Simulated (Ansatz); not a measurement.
One change: `C=C=CS` becomes `C=C=CCC`.

Ansatz, PBE0-D4/def2-TZVP geometries, multiplicity 1. Each molecule was computed in one conformer, which needn't be the lowest.

| property | `C=C=CS` |
| --- | --- |
| HOMO energy (PBE/def2-TZVPP) / eV | -5.33 |
| HOMO–LUMO gap (PBE/def2-TZVPP) / eV | 4.02 |
| zero-point energy (PBE0-D4/def2-TZVP) / kJ/mol | 146.2 |
| HOMO energy (ωB97M-V/def2-TZVPP) / eV | -8.54 |
| ideal-gas entropy at 298 K and 1 bar (rigid rotor, harmonic PBE0-D4/def2-TZVP) / J/(mol·K) | 298 |
| LUMO energy (ωB97M-V/def2-TZVPP) / eV | 1.79 |

Task: Give the same properties after the change, and the shifts. (Estimate.)

Result: Ansatz gave: 
```
                                                                                  property  `C=C=CCC`  shift
                                                         HOMO energy (PBE/def2-TZVPP) / eV      -6.06  -0.73
                                                       HOMO–LUMO gap (PBE/def2-TZVPP) / eV       5.44   1.42
                                            zero-point energy (PBE0-D4/def2-TZVP) / kJ/mol      296.2  150.0
                                                     HOMO energy (ωB97M-V/def2-TZVPP) / eV      -9.43  -0.89
ideal-gas entropy at 298 K and 1 bar (rigid rotor, harmonic PBE0-D4/def2-TZVP) / J/(mol·K)        322     24
                                                     LUMO energy (ωB97M-V/def2-TZVPP) / eV       2.33   0.54
```

With PBE0 the HOMO falls by 0.78 eV and the LUMO rises by 0.70 eV, so the gap widens by about 1.48 eV. PBE moves the HOMO by -0.73 eV and ωB97M-V by -0.89 eV. The zero-point energy changes by 150.0 kJ/mol with +15 modes.
